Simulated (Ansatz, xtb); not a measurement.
# C3H3NOS: 3 structures ranked

3 gas-phase structures of C3H3NOS, from a drawn sample of its isomers (lower ones may exist). Each was relaxed with GFN2-xTB:

A. `N#C[C@@H]1O[C@H]1S`, a singlet
B. `N#C[C@@]1(S)CO1`, a singlet
C. `N#C[C@@H]1O[C@@H]1S`, a singlet

Make a reasoned guess at their ranking by r2SCAN-D4/def2-SVP single-point energy.

Calculated order at r2SCAN-D4/def2-SVP: A (0.0), B (0.8), C (2.3) kcal/mol. Less than 1 kcal/mol parts A and B, so the order within that pair means little.

Energies above the lowest of each column, in kcal/mol; the last columns are at B3LYP-D3(BJ)/def2-SVP geometries:

| structure | GFN2-xTB | HF/STO-3G | r2SCAN-D4/def2-SVP | B3LYP-D3(BJ)/def2-SVP | CCSD(T)/def2-SVP + ΔMP2/def2-TZVPP |
| --- | --- | --- | --- | --- | --- |
| A | 0.0 | 0.0 | 0.0 | 0.0 | 0.0 |
| B | 0.4 | 0.8 | 0.8 | 0.6 | 1.0 |
| C | 2.2 | 1.6 | 2.3 | 2.0 | 2.1 |

Every level run on A puts it lowest or level with the lowest. Flexible structures stand in one conformer each, not always the lowest. ΔMP2 is the change of the MP2 energy from the smaller to the larger basis.

Programs: Ansatz 0.2.0, xtb 6.7.1.
